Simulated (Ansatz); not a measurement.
The input, for Ansatz 0.2.0:

```yaml
crystal:
  periodic: [false, false, false]
  atoms:
    - {symbol: B, position_ang: [0.000000, -0.180742, 0.776407]}
    - {symbol: N, position_ang: [0.000000, 0.091911, -0.701582]}
    - {symbol: H, position_ang: [0.000000, 0.661379, 1.421817]}
basis:
  gaussian: {orbitals: 6-31G}
magnetization: {spin_polarized: false, initial_magnetization: 3}
correlation: {method: ccsdtq, electrons: outside_noble_gas}
```

```sh
$ ansatz run in.yaml --threads 1 --pin off --events-out ev --progress --plain --max-ram 2393MiB
```

Log:

```
464 factors; integrals over basis functions are off by at most 7.6e-8 eV
mean field evaluation 1: about -2162.8350 eV, gradient 1.1e1 eV
mean field evaluation 2: about -2162.8350 eV, gradient 1.1e1 eV
mean field evaluation 4: about -2164.0907 eV, gradient 1.1e0 eV
mean field evaluation 8: about -2164.1228 eV, gradient 1.6e-1 eV
mean field evaluation 16: about -2163.9836 eV, gradient 4.1e0 eV
mean field evaluation 32: about -2161.7948 eV, gradient 3.4e-1 eV
mean field evaluation 64: about -2161.7962 eV, gradient 8.0e-4 eV
mean field evaluation 96: about -2152.7562 eV, gradient 5.1e0 eV
mean field evaluation 128: about -2161.7961 eV, gradient 2.1e-2 eV
mean field -2164.12452683 eV, -79.5301094646 hartree, gradient 2.0e-6 eV, S^2 3.750000; 6 other end points of the search recorded, 0 dependent functions left out
mean field evaluation 160: about -2164.2053 eV, gradient 4.8e-1 eV
determinant -2164.12452683 eV, -79.5301094646 hartree, with singles and doubles -2167.03429690 eV, -79.6370415424 hartree
determinant -2162.52969642 eV, -79.4715005281 hartree, with singles and doubles -2165.80859203 eV, -79.5919977192 hartree
determinant -2161.79615397 eV, -79.4445433402 hartree, with singles and doubles -2165.08993858 eV, -79.5655876923 hartree
determinant -2161.78969770 eV, -79.4443060769 hartree, with singles and doubles -2164.87006706 eV, -79.5575075630 hartree
2 core orbitals not correlated: weight in the atoms' cores, before any rotation towards them, 1.000 or more for the frozen orbitals, at most 0.000 for the correlated occupied ones
reference -2164.12452683 eV, -79.5301094646 hartree; 6, 3 occupied and 12, 15 virtual orbitals, 464 factors
second order -2.27940305 eV of doubles, -0.05046210 eV of singles
...
cycle  12  -2.98045201 eV  change   -8.4e-6 eV  update   9.3e-5
cycle  13  -2.98045823 eV  change   -6.2e-6 eV  update   5.5e-5
cycle  14  -2.98046925 eV  change   -1.1e-5 eV  update   2.9e-5
cycle  15  -2.98047376 eV  change   -4.5e-6 eV  update   1.3e-5
cycle  16  -2.98047726 eV  change   -3.5e-6 eV  update   8.3e-6
cycle  17  -2.98047802 eV  change   -7.6e-7 eV  update   4.9e-6
cycle  18  -2.98047760 eV  change    4.2e-7 eV  update   3.3e-6
cycle  19  -2.98047748 eV  change    1.2e-7 eV  update   2.2e-6
cycle  20  -2.98047704 eV  change    4.4e-7 eV  update   1.5e-6
cycle  21  -2.98047721 eV  change   -1.7e-7 eV  update   9.9e-7
Total energy: -2167.10500404 eV, -79.6396399818 hartree
```

For the same geometry and basis full CI lies 0.0 meV higher.

Ran on 1 thread of Arm Neoverse V1, shared host: 31 s wall, 0.24 GiB peak host memory.
